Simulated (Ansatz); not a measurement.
Basis-set extrapolation for C3H4FN, SMILES `NC1(F)C=C1` (PBE0-D4/def2-TZVP geometry, frozen core, Ansatz 0.2.0). Multiplicity 1, RHF reference.

```json
{"": "HF", "def2-TZVPP": "-269.834506", "def2-QZVPP": "-269.846415"}
{"": "MP2 correlation", "def2-TZVPP": "-0.930600", "def2-QZVPP": "-1.001012"}
{"": "CCSD(T) correlation", "def2-TZVPP": "-0.990536", "def2-QZVPP": "not run"}
```

Energies in hartree. Use E(X) = E(∞) + A·exp(−7.88·√X) for Hartree–Fock and E(X) = E(∞) + B·X^(−2.97) for correlation, with X = 3 and 4, and add CCSD(T) minus MP2 of the smaller set to the MP2 limit.

What is the CCSD(T) energy at the basis-set limit?

HF limit: -269.846415 + (-0.011909) × 0.13774 = -269.84806. MP2 limit: -1.001012 + (-0.070412) × 0.74074 = -1.05317. Higher-order term: -0.990536 − (-0.930600) = -0.05994. Total: -270.96117 hartree, 357.4 kJ/mol below CCSD(T)/def2-TZVPP.
